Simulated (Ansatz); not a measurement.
We consider bcc Fe, described by r²SCAN in Ansatz (plane waves, PAW).

Numerical settings: plane-wave cutoff 560 eV, 26×26×26 k mesh, Fermi–Dirac smearing 0.05 eV, spin-polarised with parallel moments, scalar-relativistic PAW data made under PBE.

Response to compression and expansion:

| V (Å³/atom) | P (GPa) | moment (μB per cell of 1 atoms) |
|---|---|---|
| 11.065 | 12.47 | 2.58 |
| 11.301 | 7.74 | 2.60 |
| 11.536 | 3.50 | 2.62 |
| 11.772 | -0.06 | 2.65 |
| 12.007 | -3.06 | 2.68 |
| 12.243 | -6.03 | 2.70 |
| 12.478 | -8.83 | 2.72 |

Ansatz is a program for electronic structure.
